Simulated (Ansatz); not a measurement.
Geometry optimisation, UKS B3LYP-D4/cc-pVDZ in Ansatz 0.2.0.

The input (input.yaml):

```yaml
crystal:
  periodic: [false, false, false]
  atoms:
    - { symbol: B, position_ang: [0.0, 0.0, 0.0] }
    - { symbol: H, position_ang: [0.0, 0.0, 1.44] }
    - { symbol: F, position_ang: [1.1431, 0.0, -0.66] }
    - { symbol: Cl, position_ang: [-1.6108, 0.0, -0.93] }
    - { symbol: H, position_ang: [0.0, 0.0, 2.4] }
magnetization:
  spin_polarized: true
  initial_magnetization: 1
basis:
  gaussian: { orbitals: cc-pVDZ }
hamiltonian:
  xc: b3lyp
  dispersion: d4
relax:
  f_tol: 0.15
  max_steps: 25
  restrain:
    - { distance: [1, 4], at: 0.66, k: 30.0 }
    - { distance: [0, 1], at: 2.39, k: 30.0 }
```

Launched with:

```bash
$ ansatz run input.yaml --threads 1 --pin off --max-ram 2048MiB --backend cpu --events-out ev --progress --plain --runs-dir out
```

**Question.** Where does it end, and by what steps?

**Answer.** The run converged. The restraints hold the end off the free minimum; the threshold counts their pulls, which the force column leaves out. Restrained pairs: H2–H5 (0.96 → 0.72 Å), B1–H2 (1.44 → 2.40 Å). After 6 steps the energy has fallen by 0.244 eV (the restraints' own energy left out); H2 moved furthest, 0.60 Å.

| step | energy less start (eV) | largest force component (eV/Å) | accepted |
| --- | --- | --- | --- |
| 0 | 0.0000 | 1.510 | yes |
| 1 | -0.0045 | 1.760 | yes |
| 2 | 0.3513 | 5.900 | yes |
| 3 | -0.0899 | 1.554 | yes |
| 4 | -0.2263 | 1.589 | yes |
| 5 | -0.2452 | 1.687 | yes |
| 6 | -0.2438 | 1.790 | yes |

```xyz
5
Properties=species:S:1:pos:R:3
B 0.040 0.000 -0.360
H -0.036 0.000 2.035
F 1.135 0.000 -1.098
Cl -1.564 0.000 -1.084
H -0.043 0.000 2.757
```

Time of the run: 18 s on 1 thread of Arm Neoverse V1 (shared host), peak memory 0.14 GiB.
